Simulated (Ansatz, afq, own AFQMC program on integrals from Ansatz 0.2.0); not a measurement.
## C2H5, doublet in 6-31G, levels against CCSDT(Q)

```xyz
7

C     0.0000   -0.0036    0.6186
C     0.0000    0.0009   -0.6697
H     0.0000   -0.8855    0.9725
H     0.7623    0.4509    0.9752
H    -0.7623    0.4509    0.9752
H     0.0000   -0.7987   -1.1678
H     0.0000    0.8146   -1.1465
```

Basis 6-31G. Only valence electrons are correlated. AFQMC by an in-house program on the Cholesky factors that Ansatz 0.2.0 writes for its CCSD(T) run. ph-AFQMC/CISD is guided by a CISD state made of CCSD amplitudes; releasing the constraint for a short imaginary time cuts its bias at the price of noise, slowly where states lie close. ± is one standard error of the sampling.

Determinant: UHF, the one that the program's search chose, which needn't be the lowest solution. The geometry is a point of a scan.

No full CI on the walks' own integrals is used here; CCSDT(Q) serves as the reference and is uncertain by about the last step of the cluster series.

```
T1 diagnostic                               : 0.0069
weight of the determinant in the CISD state : 0.933
⟨S²⟩ of the determinant                     : 0.758
size of the correlated space                : 13 electrons in 26 orbitals
```

| level | correlation energy (eV) |
| --- | --- |
| MP2 | -4.0501 |
| CCSD | -4.7522 |
| CCSD(T) | -4.8209 |

Question: Estimate where AFQMC with the constraint released lies against CCSD(T) on the same integrals.

Answer: 1.8 ± 0.6 kJ/mol below CCSD(T).

Reference: CCSDT(Q), correlation energy -4.833 eV. The released energy is read at 2.40 1/Eh (meV from the phaseless value at times in 1/Eh: 0 ± 6 at 0.24, 2 ± 6 at 0.51, 8 ± 6 at 0.99, 11 ± 7 at 1.62, 0 ± 7 at 2.40).

```
         level  E − E(reference) (kJ/mol)  share of correlation (%)
       CCSD(T)                        1.2                     99.74
         CCSDT                        0.3                     99.93
   ph-AFQMC/HF                  0.3 ± 3.5                     99.93
 ph-AFQMC/CISD                 -0.6 ± 0.7                    100.12
released AFQMC                 -0.6 ± 0.6                    100.12
```

A walk keeps the symmetry of its determinant, which the program's search chose and which needn't be the lowest solution, so a lower state of the same spin and another symmetry isn't excluded. Released energies are given only where the last usable release times agree within the noise; a slower fall can still hide under it.
